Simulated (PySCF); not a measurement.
Molecule: `InChI=1S/C2H7PS/c1-3(2)4/h3H,1-2H3`.

Structure with atom numbers: `[CH3:1][PH:2]([CH3:3])=[S:4]`. Each H is labelled by its parent atom.

Geometry PBE0-D3(BJ)/def2-SVP throughout; GIAO in PySCF, gas phase, one conformer, non-relativistic; equivalent atoms averaged; basis pcSseg-2.

For orientation, PBE0 gives these shifts δ (against TMS, H3PO4, CS2 at the same level): C1/C3 23.2, P2 -16.4, S4 -226.9, H(P2) 7.22, H(C1)/H(C3) 1.42 ppm.

A run gave: C1/C3 24.9, P2 -4.8, S4 -181.2, H(P2) 7.63, H(C1)/H(C3) 1.46 ppm (shifts δ (against TMS, H3PO4, CS2 at the same level)).

Task: Which functional was used in that run?
A. mPW1PW91
B. HF
C. BLYP
D. B3LYP

Result: C. S4 tells them apart best: BLYP gives -181.2, HF gives -276.0, mPW1PW91 gives -229.1, B3LYP gives -207.2 ppm.
